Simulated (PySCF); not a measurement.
**Adding ammonia to K+, molecule by molecule**

Gas-phase clusters of one K+ with n ammonia, each in one structure from a short search with a few starts, optimised by PBE0-D3(BJ)/def2-SVPD or PBE0-D3(BJ)/def2-TZVPD; other arrangements may lie lower. Binding energies from relaxed separate molecules, wB97M-D3(BJ)/def2-TZVPD, counterpoise-corrected, in kcal/mol (PySCF). Shieldings by GIAO PBE0/pcSseg-2.

Frequency runs check only 1 of the 3 structures; these show no clear imaginary mode.

Question: How does binding build up with each further ammonia?

Answer: 
| n | binding energy | gain of the last molecule | shielding of K (ppm) |
| --- | --- | --- | --- |
| 1 | -19.4 | -19.4 | 1280.7 |
| 2 | -36.3 | -16.9 | 1237.4 |
| 3 | -51.0 | -14.6 | 1201.7 |

Each molecule adds less than the one before.
